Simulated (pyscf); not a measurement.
Structures and frequencies: ωB97X-D3(BJ)/def2-SVP in PySCF.

Question: F–SnH₃ + germane (GeH₄) -> H₃Ge–SnH₃ + hydrogen fluoride (HF)
Surface: singlet. Broken: F–Sn, Ge–H. Formed: Ge–Sn, F–H. Give ΔE‡ and ΔE from ωB97M-D3(BJ)/def2-TZVP, relative to the separated reactants.

Answer: ΔE‡ = 39.0 kcal/mol, ΔE = +4.3 kcal/mol. Zero-point energy shifts the barrier by -0.7 kcal/mol. It is a four-centre exchange, with an imaginary mode of 1008i cm⁻¹. This is the saddle that the search found; another between the same sides may lie lower. Elements up to Kr have no core potential and no relativistic terms here. Elements past Kr carry the def2 core potentials, without spin-orbit coupling.
